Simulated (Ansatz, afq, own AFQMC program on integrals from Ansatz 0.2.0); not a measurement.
# Zn, singlet in def2-TZVP, levels against CCSDTQ

A free Zn atom.

Basis def2-TZVP. Only valence electrons are correlated. Integrals, coupled cluster, full CI and functionals: Ansatz 0.2.0; the random walks run on the same integrals in our own AFQMC program. The CISD trial takes its coefficients from CCSD amplitudes. Released means that phaseless walkers are propagated on without the constraint, phases kept. ± is one standard error of the sampling. The metal's outer-core s and p shells are frozen, which shifts wave-function levels against functionals.

Determinant: RHF, the one that the program's search chose, which needn't be the lowest solution.

No full CI on the walks' own integrals is used here; CCSDTQ serves as the reference and is uncertain by about the last step of the cluster series.

Cautions: no relativity below Rb; outer-core shells of the metal frozen.

The T1 diagnostic is 0.0162 and the weight of the determinant in the CISD state is 0.907. The size of the correlated space is 12 electrons in 39 orbitals.

Reference: CCSDTQ, correlation energy -10.447 eV. The released energy is read at 0.99 1/Eh, later times being too noisy (meV from the phaseless value at times in 1/Eh: 0 ± 4 at 0.24, -12 ± 4 at 0.51, -6 ± 6 at 0.99, -10 ± 8 at 1.62, -9 ± 11 at 2.40).

```csv
level,E − E(reference) (kcal/mol),share of correlation (%)
HF,240.91,0.00
MP2,-12.43,105.16
CCSD,5.43,97.75
CCSD(T),-0.18,100.07
CCSDT,0.10,99.96
CCSDT(Q),0.12,99.95
ph-AFQMC/HF,-1.36 ± 0.62,100.56
ph-AFQMC/CISD,0.23 ± 0.09,99.91
released AFQMC,0.10 ± 0.14,99.96
```

CCSDT and higher add their correlation energy to the determinant of the CCSD(T) run, since their own runs factorise the integrals more tightly (a shift of under 2 meV). A walk keeps the symmetry of its determinant, which the program's search chose and which needn't be the lowest solution, so a lower state of the same spin and another symmetry isn't excluded. Released energies are given only where the last usable release times agree within the noise; a slower fall can still hide under it.
